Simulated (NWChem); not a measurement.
**Lowest excitation of methanethiol (CH$_{4}$S)**

SMILES: CS
```xyz
6

C      1.0468     0.4733     0.0000
S     -0.5720    -0.3413     0.0000
H      1.1988     1.0855     0.8999
H      1.7951    -0.3313     0.0000
H      1.1988     1.0855    -0.8999
H     -1.3215     0.7816     0.0000
```
Charge 0, spin multiplicity 1.

All runs are NWChem calculations. All single points use one geometry, from PBE0/def2-SVP, a minimum by its harmonic frequencies.

Basis set: aug-cc-pVDZ.

The correlated methods keep 6 core orbitals frozen. B3LYP has NWChem's definition, with VWN1-RPA local correlation. No row is a measurement; the coupled-cluster row has its own basis-set and correlation limits.

### Question
For the lowest vertical singlet excitation energy, TD-PBE gives 4.76 eV and EOM-CCSD gives 5.43 eV. What do CIS, TDA-PBE0, TD-B3LYP give?

### Answer
CIS: 5.84 eV; TDA-PBE0: 5.23 eV; TD-B3LYP: 5.03 eV.
